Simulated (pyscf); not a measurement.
Cl–GeH₂–Cl + H• -> Cl–GeH•–Cl + H₂ (hydrogen abstraction; doublet surface; Ge–H broken, H–H formed). Single points on ωB97X-D3(BJ)/def2-SVP structures (PySCF, gas phase). Rate constants from transition-state theory, ωB97M-D3(BJ)/def2-TZVP energies (ideal gas, 1 atm, RRHO with modes under 100 cm⁻¹ raised to 100, one conformer, R ln 2 for chiral ones without a mode under 150 cm⁻¹; no tunnelling), k in cm³ molecule⁻¹ s⁻¹.

| T (K) | 1000/T | log10 k |
|---|---|---|
| 298 | 3.354 | -12.06 |
| 600 | 1.667 | -10.84 |
| 900 | 1.111 | ? |
| 1200 | 0.833 | -9.98 |

Q: Fit an Arrhenius line to the three values, give the activation energy, and predict k at 900 K.

A: Least squares gives log10 k = -9.38 − 0.81 × 1000/T, so Ea = 0.81 × ln 10 × 1.987 = 3.7 kcal/mol, against an electronic barrier of 2.9. At 900 K the line gives -10.28; the computed value is -10.31 (ΔG‡ = 19.2 kcal/mol), close to the line. One saddle was located; it need not be the lowest between these sides. The angle at the transferred H is 178°. Elements up to Kr have no core potential and no relativistic terms here.
